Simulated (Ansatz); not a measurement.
Molecule: CH3NO, net charge 0, singlet state. SMILES: NC=O
Geometry from a B3LYP-D3(BJ)/def2-TZVP (Ansatz, an electronic-structure program) optimisation:
```
C
O 1 1.2093
N 1 1.3564 2 124.95
H 3 1.0045 1 121.30 2 180.00
H 3 1.0072 4 119.31 1 180.00
H 1 1.1056 2 122.73 3 180.00
```
Charge 0, spin multiplicity 1.

Task: Give the harmonic wavenumbers at B3LYP-D3(BJ)/def2-TZVP (Ansatz, finite differences of forces, unscaled).

Result: 240, 571, 643, 1043, 1056, 1269, 1421, 1620, 1796, 2937, 3572, 3707 cm⁻¹. Zero-point energy 28.4 kcal/mol.

Task: From these and the geometry, give the ideal-gas thermochemistry at 298.15 K and 1 atm (rigid rotor, harmonic oscillator).

Result: Point group Cs, rotational symmetry number 1. Rotational constants 73.84, 11.39, 9.866 GHz. S(trans) 37.34, S(rot) 21.19, S(vib) 2.90, S(elec, spin only) 0.00, S 61.4 cal/(mol K). H(298) - H(0) 2.93 kcal/mol; G - E(el) 13.0 kcal/mol.
